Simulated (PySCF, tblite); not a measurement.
# C₅H₇+: dynamics, then NMR shifts on frames, part 2 of 2

tblite 0.8.0 and PySCF 2.14.0. Atoms count from 0. Earlier steps stand in the parts before.

## Step 5: NMR shieldings: 625 fs, PBE0/pcSseg-1

Job settings and geometry (Å):

```
{"job": {"kind": "nmr", "xc": "PBE0", "basis": "pcSseg-1", "pop": false}, "charge": 1, "multiplicity": 1}
C      1.469000     1.363100     1.132900
C      0.449600     0.720300     0.966700
C     -0.713000    -0.003500     0.678000
C     -0.675700    -1.486800     0.823700
C     -2.002700     0.695600     0.482600
H      2.406000     1.854500     1.177500
H     -1.588100    -1.867000     1.308300
H     -0.753800    -1.767200    -0.205500
H      0.243500    -1.807700     1.309300
H     -1.963000     1.791900     0.385600
H     -2.680400     0.502900     1.357000
H     -2.455500     0.201800    -0.372800
```

With the program's defaults for keys left out, this is: GIAO PBE0/pcSseg-1 NMR shielding, non-relativistic, gas phase.

What it wrote:

```text
coarse grid: 9776 points
cycle   1  E = -194.0151635299  dE =  7.752e-01  |g| = 4.117e-01  |ddm| = 3.108e+00
cycle   2  E = -193.9493863711  dE =  6.578e-02  |g| = 6.641e-01  |ddm| = 1.007e+00
cycle   3  E = -194.0491778372  dE = -9.979e-02  |g| = 1.757e-01  |ddm| = 5.888e-01
cycle   4  E = -194.0570845340  dE = -7.907e-03  |g| = 5.393e-02  |ddm| = 1.471e-01
cycle   5  E = -194.0577395996  dE = -6.551e-04  |g| = 1.726e-02  |ddm| = 4.076e-02
cycle   6  E = -194.0578132828  dE = -7.368e-05  |g| = 2.349e-03  |ddm| = 1.671e-02
cycle   7  E = -194.0578147311  dE = -1.448e-06  |g| = 4.425e-04  |ddm| = 3.111e-03
final grid: 93648 points
cycle   8  E = -194.0898758907  dE = -2.644e-05  |g| = 5.477e-03  |ddm| = 4.046e-02
cycle   9  E = -194.0898758005  dE =  9.015e-08  |g| = 5.555e-03  |ddm| = 9.198e-03
cycle  10  E = -194.0898831405  dE = -7.340e-06  |g| = 1.506e-03  |ddm| = 4.874e-03
cycle  11  E = -194.0898837637  dE = -6.232e-07  |g| = 3.201e-04  |ddm| = 1.277e-03
cycle  12  E = -194.0898837868  dE = -2.310e-08  |g| = 1.112e-04  |ddm| = 3.189e-04
cycle  13  E = -194.0898837900  dE = -3.168e-09  |g| = 1.677e-05  |ddm| = 1.159e-04
cycle  14  E = -194.0898837901  dE = -6.105e-11  |g| = 8.151e-06  |ddm| = 1.850e-05
converged SCF energy = -194.0898837901

GIAO shielding tensors (ppm)
atom      isotropic    diamagn.    paramagn.     s11        s22        s33       span
  0 C      -45.875     257.312    -303.187   -146.717    -26.767     35.857    182.574
  1 C       77.359     256.262    -178.903    -18.641     -7.462    258.178    276.819
  2 C     -117.809     259.118    -376.927   -334.532   -172.216    153.322    487.855
  3 C      129.413     249.920    -120.506     73.435    149.564    165.241     91.806
  4 C      132.889     247.293    -114.404     78.948    152.397    167.321     88.373
  5 H       19.670      31.721     -12.051     12.340     23.018     23.651     11.311
  6 H       26.915      26.789       0.126     23.861     27.049     29.836      5.974
  7 H       29.033      29.178      -0.145     25.951     28.060     33.089      7.138
  8 H       27.106      28.412      -1.307     23.739     26.954     30.624      6.884
  9 H       27.020      27.221      -0.202     23.713     26.247     31.100      7.387
 10 H       27.073      24.352       2.721     23.483     26.137     31.598      8.114
 11 H       27.631      27.441       0.190     24.700     27.449     30.745      6.045
```

Wall time 5.5 s (1 thread of Arm Neoverse V2, shared host); peak memory 0.56 GiB.

This run: δ C2 304.7, C0 232.8, C1 109.6, C3 57.5, H5 12.05, H6 4.80 ppm.

## Step 6: NMR shieldings: 800 fs, PBE0/pcSseg-1

Job settings and geometry (Å):

```
{"job": {"kind": "nmr", "xc": "PBE0", "basis": "pcSseg-1", "pop": false}, "charge": 1, "multiplicity": 1}
C      1.540600     1.408200     0.825000
C      0.469200     0.828100     0.664200
C     -0.709400     0.102600     0.562500
C     -0.530100    -1.318500     0.495300
C     -1.931000     0.848800     0.612600
H      2.416300     1.963000     1.088600
H     -1.152100    -1.762200    -0.255800
H      0.553500    -1.474900     0.418600
H     -0.867400    -1.875900     1.416200
H     -2.223000     1.077800    -0.369400
H     -1.754800     1.830100     1.098500
H     -2.692000     0.173800     1.000900
```

Method: GIAO PBE0/pcSseg-1 NMR shielding, non-relativistic, gas phase.

What it wrote:

```text
coarse grid: 9776 points
cycle   1  E = -194.0211049860  dE =  9.042e-01  |g| = 3.709e-01  |ddm| = 3.145e+00
cycle   2  E = -193.9962623830  dE =  2.484e-02  |g| = 4.955e-01  |ddm| = 8.561e-01
cycle   3  E = -194.0480740961  dE = -5.181e-02  |g| = 1.517e-01  |ddm| = 4.352e-01
cycle   4  E = -194.0537290492  dE = -5.655e-03  |g| = 5.285e-02  |ddm| = 1.309e-01
cycle   5  E = -194.0543978361  dE = -6.688e-04  |g| = 1.385e-02  |ddm| = 3.810e-02
cycle   6  E = -194.0544435749  dE = -4.574e-05  |g| = 2.278e-03  |ddm| = 1.353e-02
cycle   7  E = -194.0544449387  dE = -1.364e-06  |g| = 5.788e-04  |ddm| = 3.167e-03
final grid: 93648 points
cycle   8  E = -194.0847239594  dE = -2.576e-05  |g| = 5.231e-03  |ddm| = 4.196e-02
cycle   9  E = -194.0847246079  dE = -6.485e-07  |g| = 5.048e-03  |ddm| = 8.263e-03
cycle  10  E = -194.0847307837  dE = -6.176e-06  |g| = 9.668e-04  |ddm| = 4.066e-03
cycle  11  E = -194.0847310286  dE = -2.449e-07  |g| = 3.260e-04  |ddm| = 9.464e-04
cycle  12  E = -194.0847310530  dE = -2.432e-08  |g| = 1.152e-04  |ddm| = 2.787e-04
cycle  13  E = -194.0847310562  dE = -3.265e-09  |g| = 1.211e-05  |ddm| = 1.069e-04
cycle  14  E = -194.0847310563  dE = -3.564e-11  |g| = 5.660e-06  |ddm| = 1.319e-05
converged SCF energy = -194.0847310563

GIAO shielding tensors (ppm)
atom      isotropic    diamagn.    paramagn.     s11        s22        s33       span
  0 C      -33.327     256.694    -290.021   -115.529    -26.431     41.977    157.506
  1 C       77.141     259.361    -182.220    -19.298    -16.945    267.666    286.965
  2 C      -97.319     262.088    -359.406   -300.841   -149.379    158.264    459.105
  3 C      137.429     250.974    -113.545     86.298    151.293    174.697     88.399
  4 C      138.718     248.680    -109.963     84.790    152.847    178.515     93.724
  5 H       20.193      31.331     -11.137     14.477     22.757     23.346      8.870
  6 H       27.824      28.768      -0.945     25.097     26.382     31.992      6.894
  7 H       26.674      29.216      -2.542     22.526     27.933     29.561      7.035
  8 H       26.686      25.335       1.350     23.455     24.918     31.683      8.228
  9 H       29.167      27.656       1.511     25.805     27.394     34.301      8.496
 10 H       26.479      25.664       0.815     22.954     26.507     29.976      7.022
 11 H       27.335      26.555       0.780     24.082     27.406     30.516      6.433
```

Run time: 5.5 s. Hardware: 1 thread of Arm Neoverse V2, shared host; peak memory 0.56 GiB.

In short: δ C2 284.2, C0 220.3, C1 109.8, C3 49.5, H5 11.52, H10 5.24 ppm.

## Step 7: Nuclear shieldings: 1000 fs, PBE0/pcSseg-1

Job settings and geometry (Å):

```
{"job": {"kind": "nmr", "xc": "PBE0", "basis": "pcSseg-1", "pop": false}, "charge": 1, "multiplicity": 1}
C      1.152300     1.519200     1.489700
C      0.420000     0.601000     1.129400
C     -0.539800    -0.313900     0.772100
C     -0.058100    -1.605700     0.404000
C     -1.938400    -0.073200     1.023200
H      1.876800     2.270800     1.804300
H     -0.804900    -2.352000     0.760200
H     -0.024300    -1.524800    -0.687500
H      0.903100    -1.813000     0.788300
H     -2.058100     0.806200     1.632400
H     -2.329200    -0.929900     1.573500
H     -2.403700     0.102500     0.049900
```

Level: GIAO PBE0/pcSseg-1 NMR shielding, non-relativistic, gas phase.

What it wrote:

```text
coarse grid: 9776 points
cycle   1  E = -194.0207948773  dE =  9.231e-01  |g| = 3.750e-01  |ddm| = 3.157e+00
cycle   2  E = -194.0024828200  dE =  1.831e-02  |g| = 4.740e-01  |ddm| = 8.727e-01
cycle   3  E = -194.0493547823  dE = -4.687e-02  |g| = 1.403e-01  |ddm| = 4.300e-01
cycle   4  E = -194.0540365469  dE = -4.682e-03  |g| = 5.555e-02  |ddm| = 1.268e-01
cycle   5  E = -194.0547913931  dE = -7.548e-04  |g| = 1.378e-02  |ddm| = 3.997e-02
cycle   6  E = -194.0548364633  dE = -4.507e-05  |g| = 2.208e-03  |ddm| = 1.378e-02
cycle   7  E = -194.0548377409  dE = -1.278e-06  |g| = 5.036e-04  |ddm| = 3.165e-03
final grid: 93648 points
cycle   8  E = -194.0850327306  dE = -2.531e-05  |g| = 5.647e-03  |ddm| = 4.146e-02
cycle   9  E = -194.0850330427  dE = -3.120e-07  |g| = 5.584e-03  |ddm| = 8.962e-03
cycle  10  E = -194.0850404268  dE = -7.384e-06  |g| = 1.389e-03  |ddm| = 4.630e-03
cycle  11  E = -194.0850409567  dE = -5.298e-07  |g| = 3.098e-04  |ddm| = 1.197e-03
cycle  12  E = -194.0850409778  dE = -2.110e-08  |g| = 1.100e-04  |ddm| = 2.893e-04
cycle  13  E = -194.0850409808  dE = -3.005e-09  |g| = 1.477e-05  |ddm| = 1.129e-04
cycle  14  E = -194.0850409808  dE = -5.008e-11  |g| = 6.561e-06  |ddm| = 1.671e-05
converged SCF energy = -194.0850409808

GIAO shielding tensors (ppm)
atom      isotropic    diamagn.    paramagn.     s11        s22        s33       span
  0 C      -48.424     257.422    -305.846   -147.440    -30.706     32.875    180.315
  1 C       81.687     256.360    -174.673    -14.590     -8.579    268.230    282.821
  2 C     -105.139     262.098    -367.237   -319.021   -157.328    160.933    479.954
  3 C      132.004     250.583    -118.579     81.504    152.211    162.298     80.794
  4 C      136.405     247.784    -111.379     91.864    149.101    168.250     76.386
  5 H       19.237      30.446     -11.209     12.795     22.121     22.795     10.000
  6 H       26.817      27.933      -1.116     23.456     27.684     29.312      5.857
  7 H       28.414      28.183       0.231     25.071     27.123     33.047      7.976
  8 H       27.975      29.097      -1.122     24.702     27.853     31.371      6.669
  9 H       27.757      27.812      -0.056     24.225     27.746     31.299      7.074
 10 H       27.705      26.284       1.421     24.108     27.683     31.323      7.215
 11 H       27.875      26.505       1.369     24.688     26.473     32.464      7.777
```

Run time: 5.6 s. Hardware: 1 thread of Arm Neoverse V2, shared host; peak memory 0.56 GiB.

Key values: δ C2 292.1, C0 235.3, C1 105.2, C3 54.9, H5 12.48, H6 4.90 ppm.

## Step 8: Run by run: NMR shifts

Shifts (ppm) of some atoms, chosen among heavy atoms and hydrogens apart, with basis size and wall time:

| frame | C2 | C0 | C1 | C3 | C4 | H5 | H7 | functions | time |
| --- | --- | --- | --- | --- | --- | --- | --- | --- | --- |
| 250 fs | 296.9 | 194.9 | 109.3 | 53.8 | 53.8 | 10.00 | 4.61 | 120 | 5.6 s |
| 425 fs | 286.9 | 211.1 | 103.4 | 53.2 | 49.6 | 10.60 | 4.74 | 120 | 5.5 s |
| 625 fs | 304.7 | 232.8 | 109.6 | 57.5 | 54.0 | 12.05 | 2.68 | 120 | 5.5 s |
| 800 fs | 284.2 | 220.3 | 109.8 | 49.5 | 48.2 | 11.52 | 5.04 | 120 | 5.5 s |
| 1000 fs | 292.1 | 235.3 | 105.2 | 54.9 | 50.5 | 12.48 | 3.30 | 120 | 5.6 s |

## Step 9: Results

This closing draws on all 2 parts.

```
                                      quantity                                          value
                                    thermostat                                          300 K
                 mean temperature, second half                                          260 K
       mean potential energy above the minimum                                        0.30 eV
13C shifts against TMS (PBE0/pcSseg-1, 250 fs)            296.9, 194.9, 109.3, 53.8, 53.8 ppm
 1H shifts against TMS (PBE0/pcSseg-1, 250 fs)  10.00, 5.67, 5.66, 4.61, 4.35, 4.13, 3.37 ppm
                      range of the shift of C0                             194.9 to 235.3 ppm
```

In the second half the potential energy averages 0.30 eV above the minimum; equipartition over 30 harmonic modes at 300 K would give 0.39 eV. With 12 atoms the temperature swings widely (163 to 379 K). Shifts at one fixed geometry are not the observed spectrum, which averages over the motion. In the first frame run (250 fs): The widest tensor belongs to C2: span 490 ppm, with a paramagnetic part of -369 ppm. In ppm, C0 moves most: its shift spreads over 40.4 ppm, from 194.9 (250 fs) to 235.3 (1000 fs).
